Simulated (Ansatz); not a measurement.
System: bcc W. Method: LDA (Ansatz, an electronic-structure program, PAW).

Settings: plane-wave cutoff 520 eV, 24×24×24 k mesh, Fermi–Dirac smearing 0.05 eV, no spin polarisation, scalar-relativistic PAW data made under PBE.

Pressure at four volumes; x = ln(V/15.405 Å³). One pressure is withheld.

| V (Å³/atom) | x | P (GPa) |
|---|---|---|
| 14.481 | -0.0619 | ? |
| 14.789 | -0.0408 | 14.92 |
| 15.405 | 0.0000 | 0.02 |
| 16.329 | 0.0583 | -17.26 |

Question: Pass a parabola P(x) through the three rows shown, estimate the bulk modulus and its pressure derivative near zero pressure, and predict the withheld pressure.

Answer: Slopes between the rows: (0.02 − (14.92))/(0.0000 − (-0.0408)) = -365.20 and (-17.26 − (0.02))/(0.0583 − (0.0000)) = -296.40 GPa. Their difference over the span 0.0991 is c = 68.80/0.0991 = 694.2 GPa, so P(x) = 14.92 + (-365.20)(x − (-0.0408)) + 694.2 (x − (-0.0408))(x − (0.0000)). At the middle row B = −dP/dx = −[-365.20 + 694.2 × 0.0408] = 336.9 GPa, and B′ = dB/dP = 2c/B = 4.1. At x = -0.0619 the parabola gives 23.53 GPa; the run gives 23.63 GPa. The Birch–Murnaghan fit to the energies at all volumes has B0 = 335 GPa and B′ = 4.2.

Measured, for comparison: bulk modulus 312 GPa (zero-point energy and finite temperature contributions removed, sources range from 300 to 328; as tabulated in doi:10.1021/acs.jctc.3c00612). Computed less measured: bulk modulus +7 % (+2.1 % to +12 % over the range).

Spin–orbit coupling is not included.
